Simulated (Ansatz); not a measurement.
# BC (quartet): wB97M-V, B2PLYP, RPA-PBE over a scan of the distance B1–C2, aug-cc-pVDZ

The task here is to estimate one member of a computed series from the others.

Program: Ansatz 0.2.0, Gaussian basis. Level of theory: aug-cc-pVDZ, all electrons in the functionals, frozen cores in the correlation of double hybrids and RPA. These are calculated values, not measurements.

Plan: wB97M-V, B2PLYP, RPA-PBE, at 1.314 Å; 1.478 Å; 1.643 Å; 2.037 Å; 2.746 Å; 4.032 Å.

**The geometry**

The geometry derives from a PBE0/def2-TZVP stationary point (not a proven minimum). One bond is set to the value named and the two fragments are kept rigid.

2 atoms, charge 0, spin multiplicity 4.

Atoms are counted from 1 here; the program's logs count them from 0.

Bond lengths: B1–C2 1.478 Å.

No dispersion term is added; wB97M-V holds VV10 nonlocal correlation.

The geometry shown and the zero of energy belong to the point 1.478 Å. The yardstick, FCI, and other wave-function levels (R restricted, U unrestricted, valence and pair active spaces) come from earlier runs.

Set-up of the first run:

Input file in.yaml:

```yaml
crystal:
  periodic: [false, false, false]
  atoms:
    - {symbol: B, position_ang: [0.000000, 0.000000, 0.000000]}
    - {symbol: C, position_ang: [0.000000, 0.000000, 1.314000]}
basis:
  gaussian: {orbitals: aug-cc-pVDZ}
magnetization: {spin_polarized: true, initial_magnetization: 3}
hamiltonian: {xc: {name: wB97M-V}}
output: {forces: true, orbitals: {seedname: orbitals}}
```

Command:

```
> ansatz run in.yaml --threads 1 --pin off --events-out ev --progress --plain --max-ram 2513MiB --backend cpu
```

Among the steps run: wB97M-V, 1.314 Å; wB97M-V, 1.478 Å; wB97M-V, 1.643 Å; wB97M-V, 2.037 Å; wB97M-V, 2.746 Å; wB97M-V, 4.032 Å; B2PLYP, 1.314 Å; B2PLYP, 1.478 Å; B2PLYP, 1.643 Å; B2PLYP, 2.037 Å; B2PLYP, 2.746 Å; B2PLYP, 4.032 Å; RPA-PBE, 1.314 Å; RPA-PBE, 1.478 Å; RPA-PBE, 1.643 Å; RPA-PBE, 2.037 Å; RPA-PBE, 2.746 Å; RPA-PBE, 4.032 Å.

One table of the session follows, with a row left open; its other results are not shown here.

| level | 1.314 Å | 1.643 Å | 2.037 Å | 2.746 Å | 4.032 Å |
| --- | --- | --- | --- | --- | --- |
| FCI | 20.3 | 2.4 | 32.0 | 73.5 | 91.2 |
| wB97M-V | 15.5 | 5.8 | 38.3 | 83.7 | 101.7 |
| B2PLYP | 17.1 | 5.1 | 38.7 | 83.0 | 97.4 |
| RPA-PBE | ? | ? | ? | ? | ? |

**Question.** Estimate the row for RPA-PBE.

As computed: 1.314 Å: 20.4; 1.643 Å: 1.9; 2.037 Å: 28.4; 2.746 Å: 63.2; 4.032 Å: 83.5. In the column «1.314 Å» it is the highest.

To keep in mind: The yardstick is full CI for this spin, exact in this basis with these frozen cores. Energies in kcal/mol, counted from 1.478 Å; blanks weren't run or aren't comparable.
